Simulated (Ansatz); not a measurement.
C3H6F2S, SMILES `CSC(C)(F)F`. Total charge 0; spin multiplicity 1.

```xyz
12

C    -0.677   -0.706   -1.584
S     0.548    0.588   -1.344
C     0.947    0.319    0.406
C    -0.163    0.576    1.385
F     1.984    1.156    0.662
F     1.415   -0.947    0.590
H    -0.882   -0.727   -2.654
H    -1.607   -0.495   -1.056
H    -0.278   -1.675   -1.286
H     0.211    0.398    2.394
H    -1.000   -0.094    1.195
H    -0.499    1.608    1.293
```

(1) Give the diagnostics of a CCSD(T)/def2-TZVPP run (frozen core, the Gaussian-basis code of Ansatz). (Best estimate.)

Results:

(1) Ansatz gave: T1 = 0.0114, largest single amplitude 0.012, largest double 0.019, (T) share of the correlation energy 3.6 %, 9 CCSD cycles. The RHF solution is stable towards an unrestricted one. T1 lies under the customary mark of 0.02 for closed shells.
